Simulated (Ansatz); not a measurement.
bcc Na was calculated with PBE (Ansatz, a first-principles code, plane waves, PAW).

Run with plane-wave cutoff 500 eV, 24×24×24 k mesh, Fermi–Dirac smearing 0.1 eV, scalar-relativistic PAW data made under PBE.

Computed at the level's own relaxed cell.

### Question
Estimate the volume per atom and lattice parameter a that the calculation returns.

### Answer

- volume per atom: 36.97 Å³/atom
- lattice parameter a: 4.197 Å

Measured, for comparison: equilibrium volume per atom 37.42 Å³/atom (static lattice: zero-point anharmonic expansion removed; as tabulated in Mejia-Rodriguez and Trickey (2018), arXiv:1807.09216); lattice constant a 4.214 Å (static lattice: zero-point anharmonic expansion removed, our sources range from 4.207 to 4.214; as tabulated in Mejia-Rodriguez and Trickey (2018), arXiv:1807.09216). Computed (rounded) less measured: equilibrium volume per atom -1.2 %, lattice constant a -0.4 % (-0.2 % to -0.4 % over the range).

Static lattice: no zero-point or thermal effects.
